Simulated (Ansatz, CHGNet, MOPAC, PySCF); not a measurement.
**Ladder of methods for the equilibrium lattice constant a of zinc-blende AlP**

Reference value: 5.451 Å (measured, static lattice: zero-point anharmonic expansion removed; as tabulated in Mejia-Rodriguez and Trickey (2018), arXiv:1807.09216).

```json
[
 {"level (code)": "PM6 semi-empirical Hartree-Fock (MOPAC)", "value (Å)": "5.514", "error (%)": "+1.16"},
 {"level (code)": "CHGNet 0.3.0", "value (Å)": "5.512", "error (%)": "+1.12"},
 {"level (code)": "LDA (Ansatz)", "value (Å)": "5.434", "error (%)": "-0.31"},
 {"level (code)": "PBE (Ansatz)", "value (Å)": "5.508", "error (%)": "+1.05"},
 {"level (code)": "PBE-D4 (Ansatz)", "value (Å)": "5.452", "error (%)": "+0.02"},
 {"level (code)": "Hartree–Fock (PySCF)", "value (Å)": "5.537 ± 0.02", "error (%)": "+1.58"},
 {"level (code)": "MP2 (PySCF)", "value (Å)": "5.441 ± 0.02", "error (%)": "-0.18"}
]
```

Once the reference is moved by up to 0.10 % (a margin picked here for doubts on the reference and the settings) and values within 0.10 % count as equal, the nearest can be PBE-D4 (+0.02 %) or MP2 (-0.18 %). Farthest off among them: Hartree–Fock (+1.58 %). Within 0.5 %: LDA, PBE-D4, MP2.

A ± on a computed value is a rough bar: the spread of its extrapolation, a floor set from checks against published values, or a statistical error. PM6 semi-empirical Hartree-Fock (MOPAC): the method was fitted mainly to molecules. PM6 semi-empirical Hartree-Fock (MOPAC): the run uses a supercell at the zone centre in place of a k mesh. Cutoffs and k meshes differ between the levels. Ansatz's density-functional and Hartree–Fock values are scalar-relativistic unless marked +SOC, with PAW data made under PBE.

Machine-learned potentials (CHGNet 0.3.0) are trained on DFT data: a solid inside that data is no test of them.

Differences are worked out from the printed values.

Ansatz is a quantum-chemistry and plane-wave program.
